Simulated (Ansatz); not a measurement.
AlH₃O, singlet: at a first-order saddle point.

Input (in.yaml):

```yaml
crystal:
  periodic: [false, false, false]
  atoms:
    - {symbol: Al, position_ang: [-0.923493, -0.612217, 1.362366]}
    - {symbol: H, position_ang: [0.204115, -0.873819, -1.883730]}
    - {symbol: H, position_ang: [0.403933, -0.981890, -2.595176]}
    - {symbol: O, position_ang: [-0.058634, 0.813788, 1.510415]}
    - {symbol: H, position_ang: [0.374179, 1.654238, 1.606125]}
basis:
  gaussian: {orbitals: def2-TZVPP}
hamiltonian: {xc: {name: BLYP}, dispersion: d4}
```

Run by:

```bash
ansatz run in.yaml --threads 2 --pin off --events-out ev --progress --plain --max-ram 4352MiB
```

Output of Ansatz 0.2.0:

```
Functional definition: BLYP
  name "BLYP"
  cite "Becke, Phys. Rev. A 38, 3098 (1988) doi:10.1103/PhysRevA.38.3098"
  cite "Lee, Yang & Parr, Phys. Rev. B 37, 785 (1988) doi:10.1103/PhysRevB.37.785"
  parameter beta = 0.0042
  parameter a = 0.04918
  parameter b = 0.132
  parameter c = 0.2533
  parameter d = 0.349
  exchange = b88_x(beta = beta)
  correlation = lyp_c(a = a, b = b, c = c, d = d)
597 factors; their error is unknown
mean field evaluation 1: about -8684.9804 eV, gradient 7.4e1 eV
mean field evaluation 2: about -8560.6976 eV, gradient 1.9e2 eV
mean field evaluation 4: about -8693.9503 eV, gradient 9.7e0 eV
mean field evaluation 8: about -8694.1980 eV, gradient 1.1e-1 eV
mean field evaluation 16: about -8694.1937 eV, gradient 9.1e-5 eV
mean field -8694.19368118 eV, -319.5057246472 hartree, gradient 4.4e-5 eV, S^2 0.000000; 0 other end points of the search recorded, 0 dependent functions left out
reference -8694.19399397 eV, -319.5057361420 hartree; 12, 12 occupied and 103, 103 virtual orbitals, 597 factors
Total energy: -8694.30049000 eV, -319.5096497991 hartree
```

The lines “mean field evaluation” count trial sets of orbitals through the whole run, from several starts and some on an approximate energy, so they need not fall steadily or lie above the final value.

Hardware: 2 CPU threads of an Arm Neoverse V2, shared host. Wall time about 0.6 s.
